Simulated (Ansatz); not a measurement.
MgCl2⁺. Total charge 1; doublet. Geometry r2SCAN-D4/def2-TZVP; atoms count from 1.

Cartesian coordinates in Å:
```
Mg 0.7994 0.6020 0.5318
Cl -1.2005 0.8880 -0.4080
Cl 0.4011 -1.4900 -0.1238
```

The structure comes from a short search, and lower isomers may exist.

**Question.** Estimate the Mulliken populations from the PBE0/def2-TZVP orbitals of Ansatz.

**Answer.** 
| atom | charge (e) | spin (α − β) |
| --- | --- | --- |
| Mg1 | 1.13 | -0.04 |
| Cl2 | -0.07 | 0.52 |
| Cl3 | -0.07 | 0.52 |
Mulliken values and Mayer orders depend strongly on the basis.

**Question.** Where does the spin sit?

**Answer.** Summed by element: Mg -0.04, Cl 1.04, of 1 unpaired in all. Largest on single atoms: Cl3 0.52, Cl2 0.52, Mg1 -0.04.

**Question.** And the Mayer bond orders between bonded heavy atoms (over 0.3)?

**Answer.** Mg1–Cl2 0.74 (2.23 Å); Mg1–Cl3 0.74 (2.23 Å). Values over 0.3 also appear between atoms too far apart for a bond (Cl2–Cl3 0.44 at 2.88 Å); they arise where an orbital or an unpaired electron spreads over both atoms.
